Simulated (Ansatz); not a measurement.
# CH4BLi (SMILES [Li][BH]C): one structure at several levels

An exercise on one series of results from a longer session: the logs are not shown, and one member is left open.

The runs use Ansatz 0.2.0, Gaussian basis; single points in def2-TZVPP.

Cores are frozen in the correlated methods. The outer core shell of Li, Na, Mg and K is correlated.

1 further run of the same task is left out (it didn't finish).

**The system as given**

SMILES `[Li][BH]C`, 7 atoms, charge 0, spin multiplicity 1.

Atoms are counted from 1 here; the program's logs count them from 0.

Bond lengths: Li1–B2 2.164 Å, B2–C3 1.592 Å, B2–H4 1.232 Å, C3–H5 1.186 Å, C3–H6 1.183 Å, C3–H7 1.106 Å. Angles: Li1–B2–C3 81.6°, Li1–B2–H4 148.1°, C3–B2–H4 116.3°, B2–C3–H5 123.5°, B2–C3–H6 85.9°, B2–C3–H7 129.3°, H5–C3–H6 95.1°, H5–C3–H7 104.7°, H6–C3–H7 106.2°.

As a file:

```xyz
7

Li   -2.0108   -0.0393   -0.8787
B    -0.3954   -0.9633    0.2260
C     0.3007    0.4360   -0.0793
H     0.3569   -1.9291    0.3673
H    -0.2209    1.4827    0.1152
H     0.7635    0.3468    1.0056
H     1.1450    0.6650   -0.7561
```

Set-up of the first run:

Contents of run/in.yaml:

```yaml
crystal:
  periodic: [false, false, false]
  atoms:
    - {symbol: Li, position_ang: [-2.010803, -0.039319, -0.878675]}
    - {symbol: B, position_ang: [-0.395433, -0.963262, 0.225955]}
    - {symbol: C, position_ang: [0.300730, 0.435972, -0.079261]}
    - {symbol: H, position_ang: [0.356938, -1.929136, 0.367300]}
    - {symbol: H, position_ang: [-0.220887, 1.482741, 0.115236]}
    - {symbol: H, position_ang: [0.763513, 0.346806, 1.005566]}
    - {symbol: H, position_ang: [1.145006, 0.665001, -0.756130]}
basis:
  gaussian: {orbitals: def2-TZVPP}
hamiltonian: {xc: pbe, dispersion: d4}
output: {forces: true}
```

Launch:

```console
ansatz run in.yaml --threads 2 --pin off --events-out ev --progress --plain --max-ram 3481MiB
```

Among the steps run: PBE-D4/def2-TZVPP; r2SCAN-D4/def2-TZVPP; PBE0-D4/def2-TZVPP; wB97M-V/def2-TZVPP; CCSD(T)/def2-TZVPP.

One of the session's tables, all rows but one given; the rest of the session is left out.

| method | RMS force component (eV/Å) | angle to CCSD(T) forces (°) | dipole (D) |
| --- | --- | --- | --- |
| PBE-D4 | ? | ? | ? |
| r2SCAN-D4 | 0.903 | 7.7 | 5.37 |
| PBE0-D4 | 0.931 | 7.9 | 5.33 |
| wB97M-V | 0.957 | 5.3 | 5.39 |
| CCSD(T) | 0.960 | reference | 5.48 |

**Question.** Estimate the row for PBE-D4.

**Answer.** RMS force component (eV/Å): 0.823; angle to CCSD(T) forces (°): 10.7; dipole (D): 5.06. In the column «RMS force component (eV/Å)» it is the lowest.
